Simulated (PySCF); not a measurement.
Gas-phase reaction: 3 HF + 2 HO2 ⇌ 3 HOF + H2O

Energies from PySCF, thermal terms from the rigid-rotor harmonic-oscillator model, ideal gas at 1 bar. The comparison is the NASA 1993 polynomial table, which mixes measured and estimated data. † marks an energy on the PBE0/def2-TZVP geometry and frequencies; other levels use their own. MP2 freezes the core. 6-31G* has spherical d functions here. Open shells (unrestricted): HO2 (multiplicity 2); the rest are closed-shell singlets. B3LYP is the form with VWN-RPA correlation. For this reaction the table lies outside the span of B3LYP, CCSD(T), M06-2X, MP2, PBE0, r2SCAN, ωB97M-V, ωB97X-V in their largest bases here; which side is off was not settled. MP2 isn't extrapolated to the basis-set limit; its ΔH°(298 K) is 277.2 kJ in def2-SVP and 278.4 kJ in def2-TZVPP. The harmonic model lacks anharmonicity and excited electronic states, which grow with temperature; levels with a mode under 35 cm⁻¹ are left out. The table's entry may be an old estimate for HO2, HOF (not checked at source).

| level | ΔH°(298 K), kJ | minus table | ΔG°(1000 K), kJ |
|---|---|---|---|
| table | 255.8 | - | 371.2 |
| B3LYP/def2-TZVP† | 300.7 | 44.9 | 417.7 |
| HF/6-31G* | 408.3 | 152.5 | 528.2 |
| HF/def2-TZVP† | 468.0 | 212.2 | 585.1 |
| MP2/def2-TZVPP† | 278.4 | 22.6 | 395.5 |
| PBE/def2-SVP | 246.0 | -9.8 | 361.6 |
| PBE/def2-TZVP† | 277.9 | 22.1 | 395.0 |
| PBE0/def2-QZVP† | 317.9 | 62.1 | 434.9 |
| PBE0/def2-SVP† | 289.5 | 33.7 | 406.6 |
| ωB97M-V/def2-TZVP† | 286.0 | 30.2 | 403.1 |
